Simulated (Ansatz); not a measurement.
Isolated molecules relaxed with PBE0-D4/def2-TZVP in Ansatz; ΔE leaves out vibrations. CCSD(T)/CBS is the MP2 limit (def2-TZVPP, def2-QZVPP) plus CCSD(T) − MP2 in def2-TZVPP, frozen cores. Functionals use def2-TZVPP. HSE06 is defined as in plane-wave codes. One conformer a species, not always the lowest.

Reaction (substitution at a C–C bond): `CC(O)(F)CF` + CH₃NH₂ → `CNCF` + `CC(O)F`

| level | ΔE (kJ/mol) | difference from CCSD(T)/CBS |
| --- | --- | --- |
| r2SCAN-D4 | 2.0 | -3.6 |
| B97M-V | 6.0 | 0.4 |
| HSE06-D4 | -0.4 | -6.0 |
| BHLYP-D4 | 0.2 | -5.4 |
| B2PLYP | -2.0 | -7.6 |
| BHLYP | -1.9 | -7.5 |
| CAM-B3LYP | -2.5 | -8.1 |
| LC-ωPBE | 0.2 | -5.4 |
| MP2/def2-SVP | 1.9 | -3.7 |
| CCSD(T)/def2-TZVPP | 4.5 | -1.1 |
| HF/def2-QZVPP | -1.6 | -7.2 |
| MP2/def2-QZVPP | 3.8 | -1.8 |
| SCS-MP2/def2-QZVPP | 2.7 | -2.9 |
| HF/CBS(def2) | -1.6 | -7.2 |
| MP2/CBS(def2) | 4.3 | -1.3 |
| CCSD/CBS(def2) | 5.3 | -0.3 |
| CCSD(T)/CBS | 5.6 | 0 |

Q: What do rigid-rotor, harmonic-oscillator terms from PBE0-D4/def2-TZVP frequencies (298.15 K, 1 bar) make of the CCSD(T)/CBS value? (Estimate.)

A: Ansatz gave: ΔZPE = +3.1 kJ/mol, ΔH = +7.7 kJ/mol, ΔS = 7 J/(mol·K), ΔG = +5.5 kJ/mol.

Largest T1 diagnostic among the species: 0.011.

Leaving LDA and LC-ωPBE aside and taking each functional with its dispersion term where it has one, the values, not all of them listed here, spread over 11.4 kJ/mol, from BLYP-D4 to B97M-V. LDA lies +4.2 kJ/mol from PBE without D4. From BLYP to BHLYP (50 % exact exchange), in def2-TZVPP and without D4, ΔE moves by +7.2 kJ/mol.
